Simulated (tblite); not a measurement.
Compound: C₃H₄P (charge -1).
SMILES with atom numbers: `[CH3:1][C:2]#[C:3][PH-:4]` (hydrogens: H5, H6, H7 on C1; H8 on P4)

Structure optimised with GFN2-xTB, isolated species.

List the bond lengths and angles at this level.

```csv
bond,length (Å),order
C1–C2,1.456,single
C2≡C3,1.211,triple
C3–P4,1.732,single
"C1–H5, C1–H6, C1–H7",1.096,single
P4–H8,1.379,single
```

Bonds in one row agree within 0.01 Å and their mean is given. Orders are formal, as drawn. A selection of angles:
```csv
angle,degrees
C2–C1–H5,110.1
C2–C1–H6,111.3
H5–C1–H6,108.0
C1–C2–C3,176.4
C2–C3–P4,172.4
C3–P4–H8,93.4
```

The 2 C–C bonds span 1.211 Å (C2≡C3, drawn triple) to 1.456 Å (C1–C2, drawn single), a spread of 0.245 Å. The 4 heavy atoms lie in one plane (0.000 Å rms).

Point group: near Cs, missed by 0.10 Å at most; the miss may be what the optimiser left on a soft mode. Its GFN2-xTB frequencies are all real (lowest 21 cm⁻¹).

All values are computed, not measured.
